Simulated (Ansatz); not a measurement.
C4H6O can be A, `C/C=C\C=O`, or B, `C=COC=C`.

Calculated with Ansatz (gas phase, PBE0-D4/def2-TZVP geometries, no zero-point term in ΔE). CBS: MP2 limit from def2 TZ/QZ plus the TZ coupled-cluster correction, frozen cores. DFT in def2-TZVPP. Each species was taken in one conformer, which may not be the lowest.

Task: Which is lower in electronic energy at CCSD(T)/CBS, and by how much? (Estimate.)

Result: Computed: A, by 79.8 kJ/mol.

Task: Give E(B) − E(A) in kJ/mol with B2PLYP, HF/def2-TZVPP, BLYP-D4, MP2/def2-TZVPP, LDA (SPW92), CCSD/def2-TZVPP, PBE0-D4. (Estimate.)

Result: Ansatz gave: B2PLYP 83.2, HF/def2-TZVPP 85.7, BLYP-D4 80.0, MP2/def2-TZVPP 87.0, LDA (SPW92) 66.7, CCSD/def2-TZVPP 81.6, PBE0-D4 82.4. None reverses the order clearly.

Task: Does the order hold for the free energy at 298.15 K (harmonic terms from PBE0-D4)? (Estimate.)

Result: Computed: Yes: G(B) − G(A) = +80.6 kJ/mol, for one conformer each.

Largest T1 diagnostic: 0.014.

At CCSD(T), def2-SVP lies +11.8 kJ/mol from the extrapolated value and def2-TZVPP +1.8 kJ/mol. Leaving LDA and LC-ωPBE aside and taking each functional with its dispersion term where it has one, the values, not all of them listed here, spread over 10.4 kJ/mol, from CAM-B3LYP-D4 to B97M-V. LDA lies −15.2 kJ/mol from PBE without D4.
